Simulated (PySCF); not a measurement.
Gas-phase reaction: 3 i-Si4H10 + 2 H2O = 2 H2SiO + 5 Si2H6

Energies from PySCF, thermal terms from the rigid-rotor harmonic-oscillator model, ideal gas at 1 bar. † marks an energy on the PBE0/def2-TZVP geometry and frequencies; other levels use their own. MP2 and CCSD(T) freeze the core. 6-31G* has spherical d functions here. All species are closed-shell singlets. B3LYP is the form with VWN-RPA correlation. H2SiO: computed as isolated molecules; such fragments, hydroxides, amides, oligomers or adducts are transient or little studied in the gas. MP2 isn't extrapolated to the basis-set limit. CCSD(T) isn't extrapolated to the basis-set limit. Warning, large T1 diagnostic: H2SiO (CCSD(T)/def2-SVP†).

| level | ΔH°(298 K), kJ |
|---|---|
| B3LYP/def2-TZVP† | 134 |
| BLYP/def2-TZVP† | 90 |
| CCSD(T)/def2-SVP† | ? |
| HF/6-31G* | 152 |
| MP2/def2-SVP† | ? |
| PBE/def2-TZVP† | ? |

Question: Complete the blanks.

Answer: 
- CCSD(T)/def2-SVP†, ΔH°(298 K), kJ: 222
- MP2/def2-SVP†, ΔH°(298 K), kJ: 214
- PBE/def2-TZVP†, ΔH°(298 K), kJ: 218
